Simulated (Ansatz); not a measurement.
# CH3LiSi: the cost of one run

All numbers below are computed with Ansatz 0.2.0 (RKS r2SCANh/def2-SVP).

## Step 1: The structure to begin with

Bond lengths: Li1–Si2 2.402 Å, Si2–C3 1.773 Å, Si2–H4 1.488 Å, C3–H5 1.079 Å, C3–H6 1.098 Å. Angles: Li1–Si2–C3 78.6°, Li1–Si2–H4 173.9°, C3–Si2–H4 107.4°, Si2–C3–H5 126.8°, Si2–C3–H6 120.0°, H5–C3–H6 113.2°.

Structure file:

```xyz
6

Li   -2.1844    0.2337    0.5727
Si   -0.3977   -0.7791   -0.6733
C     0.4866    0.4066    0.3051
H     0.5975   -1.4857   -1.5242
H     1.5511    0.5846    0.2985
H    -0.0530    1.0399    1.0212
```

## Step 2: End point A

input.yaml reads:

```yaml
crystal:
  periodic: [false, false, false]
  atoms:
    - { symbol: Li, position_ang: [-2.18442, 0.23371, 0.57275] }
    - { symbol: Si, position_ang: [-0.39772, -0.77907, -0.67334] }
    - { symbol: C, position_ang: [0.48657, 0.40663, 0.30514] }
    - { symbol: H, position_ang: [0.59748, -1.48573, -1.52417] }
    - { symbol: H, position_ang: [1.55114, 0.5846, 0.29847] }
    - { symbol: H, position_ang: [-0.05305, 1.03987, 1.02115] }
basis:
  gaussian: { orbitals: def2-SVP }
hamiltonian:
  xc: r2scanh
relax:
  f_tol: 0.02
  max_steps: 50
output:
  orbitals: {}
```

The run is started by

```sh
$ ansatz run input.yaml --threads 1 --pin off --max-ram 2048MiB --backend cpu --events-out ev --progress --plain --runs-dir out
```

**Question.** How long does this run take on 1 thread of an x86-64 CPU, shared host, and how much memory does it need?

About 89 s, with a peak of 0.15 GiB.
